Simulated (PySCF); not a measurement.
Molecule: dimethylformamide, C3H7NO.

Mapped SMILES: `[CH3:1][N:2]([CH3:3])[CH:4]=[O:5]`; H(Xn) means a hydrogen on atom n.

Geometry PBE0-D3(BJ)/def2-SVP throughout; GIAO in PySCF, gas phase, one conformer, non-relativistic; equivalent atoms averaged; basis pcSseg-2.

Task: How do the absolute shieldings σ depend on the functional? (ppm; last column core-seconds on shared hosts with different chips, so compare them loosely)

Result: 
```csv
functional,kind,C4,C1,C3,N2,O5,H(C4),H(C3),H(C1),core-s
HF,Hartree–Fock,18.6,156.6,162.6,165.3,-57.5,24.02,28.85,28.97,9
LDA,LDA,13.4,143.1,150.4,125.4,-85.1,22.57,27.89,27.92,23
PBE,GGA,17.7,142.0,148.9,127.5,-76.9,23.01,28.30,28.35,28
BLYP,GGA,12.9,137.3,144.2,122.0,-81.3,23.18,28.45,28.51,27
BP86,GGA,17.6,141.6,148.5,127.3,-73.9,23.08,28.35,28.40,28
OPBE,GGA,27.7,147.4,153.8,137.0,-60.8,23.10,28.38,28.42,28
KT2,GGA,27.5,145.8,152.6,134.7,-55.2,23.14,28.28,28.35,27
KT3,GGA,28.2,144.7,151.2,135.0,-53.5,23.33,28.48,28.54,28
B97-D,GGA,20.9,141.5,148.1,129.7,-63.4,23.28,28.49,28.55,26
B3LYP,global hybrid,12.6,141.8,148.6,130.9,-80.7,23.34,28.50,28.56,27
PBE0,global hybrid,17.1,147.1,153.8,138.1,-76.2,23.25,28.40,28.46,17
mPW1PW91,global hybrid,16.3,146.3,153.0,137.3,-77.3,23.31,28.45,28.51,17
WP04,global hybrid,5.5,133.5,139.6,119.6,-78.5,23.87,28.79,28.88,28
B97-2,global hybrid,19.7,146.3,152.8,138.1,-67.4,23.39,28.51,28.57,26
BHandHLYP,global hybrid,13.1,147.7,154.3,143.7,-76.3,23.57,28.58,28.66,27
CAM-B3LYP,range-separated hybrid,10.9,145.6,152.5,138.4,-78.6,23.32,28.45,28.52,37
wB97X-D,range-separated hybrid,15.0,147.0,153.7,140.0,-75.5,23.39,28.51,28.58,36
LC-wPBE,range-separated hybrid,12.7,151.3,158.0,149.0,-70.2,23.39,28.51,28.58,54
```

Task: Which nucleus moves most, in ppm?

Result: N2 (amide-type nitrogen): from 119.6 ppm with WP04 to 165.3 ppm with HF. The smallest spread is 0.96 ppm, at H(C3). Proton shifts span only some 12 ppm, so a few tenths of a ppm matter as much there as several ppm in carbon.
